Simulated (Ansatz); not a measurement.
# AlClHS radical (SMILES [S][AlH][Cl]): functionals against CCSD(T) at one geometry

An exercise on one series of results from a longer session: the logs are not shown, and one member is left open.

Computed with Ansatz 0.2.0, Gaussian basis. Level: single points in def2-TZVPP.

Cores are frozen in the correlated methods. Orbitals are unrestricted.

### The starting structure

SMILES `[S][AlH][Cl]`, 4 atoms, charge 0, spin multiplicity 2.

Atoms are counted from 1 here; the program's logs count them from 0.

Bond lengths: S1–Al2 2.153 Å, Al2–Cl3 2.005 Å, Al2–H4 1.448 Å. Angles: S1–Al2–Cl3 123.1°, S1–Al2–H4 122.5°, Cl3–Al2–H4 114.4°.

Coordinates:

```csv
atom,x (Å),y (Å),z (Å)
S1,-0.9074,0.4277,1.8229
Al2,0.0821,0.0741,-0.0558
Cl3,-0.3474,-1.4844,-1.2425
H4,1.1268,0.9403,-0.5597
```

The first run:

Contents of run/in.yaml:

```yaml
crystal:
  periodic: [false, false, false]
  atoms:
    - {symbol: S, position_ang: [-0.907400, 0.427700, 1.822900]}
    - {symbol: Al, position_ang: [0.082100, 0.074100, -0.055800]}
    - {symbol: Cl, position_ang: [-0.347400, -1.484400, -1.242500]}
    - {symbol: H, position_ang: [1.126800, 0.940300, -0.559700]}
basis:
  gaussian: {orbitals: def2-TZVPP}
magnetization: {spin_polarized: true, initial_magnetization: 1}
correlation: {method: ccsd_t}
scf: {omitted_lower_state_checks: [cluster_reference]}
output: {forces: true}
```

The command line of these runs was not kept.

Among the steps run: CCSD(T)/def2-TZVPP; PBE0-D4/def2-TZVPP; wB97M-V/def2-TZVPP; r2SCAN-D4/def2-TZVPP; PBE-D4/def2-TZVPP; HSE06-D4/def2-TZVPP; BLYP-D4/def2-TZVPP.

One of the session's tables, all rows but one given; the rest of the session is left out.

| method | RMS force component (eV/Å) | angle to CCSD(T) forces (°) | dipole (D) |
| --- | --- | --- | --- |
| CCSD(T) | 0.951 | reference | 0.60 |
| PBE0-D4 | 0.941 | 5.8 | 0.63 |
| wB97M-V | 0.903 | 3.6 | 0.62 |
| r2SCAN-D4 | 0.945 | 5.1 | 0.59 |
| PBE-D4 | 1.019 | 3.2 | 0.57 |
| HSE06-D4 | ? | ? | ? |
| BLYP-D4 | 1.009 | 3.5 | 0.57 |

Estimate the missing values for HSE06-D4.

The run gave: RMS force component (eV/Å): 0.944; angle to CCSD(T) forces (°): 5.6; dipole (D): 0.63. In the column «RMS force component (eV/Å)» it lies between PBE0-D4 (0.941) and r2SCAN-D4 (0.945).
